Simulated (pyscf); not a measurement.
Cl–CH(Cl)–Cl + H atom (H•) -> hydrogen chloride (HCl) + Cl–CH•–Cl (atom transfer; doublet surface; C–Cl broken, Cl–H formed). Optimised with ωB97X-D3(BJ)/def2-SVP in PySCF. MP2 and CC: frozen core, UHF for open shells. ΔMP2 is the change of the MP2 total energy from the triple- to the quadruple-zeta basis. Energies in kcal/mol from the separated reactants.

```csv
level,barrier,reaction energy
ωB97X-D3(BJ)/def2-TZVP,10.0,-29.0
PBE/def2-TZVP,1.1,-30.0
r²SCAN/def2-TZVP,0.1,-33.4
PBE0-D3(BJ)/def2-TZVP,4.7,-29.7
ωB97M-D3(BJ)/def2-TZVP,9.3,-30.5
MP2/def2-QZVPP,(withheld),-23.8
CCSD(T)/def2-TZVPP + ΔMP2(QZVPP),(withheld),(withheld)
```

What belongs in the gaps?


- MP2/def2-QZVPP, barrier: 12.6
- CCSD(T)/def2-TZVPP + ΔMP2(QZVPP), barrier: 7.9
- CCSD(T)/def2-TZVPP + ΔMP2(QZVPP), reaction energy: -30.8

This is the saddle that the search found; another between the same sides may lie lower. The angle at the transferred Cl is 178°. The CCSD(T) − MP2 part came from Ansatz, without density fitting, on the same reference.
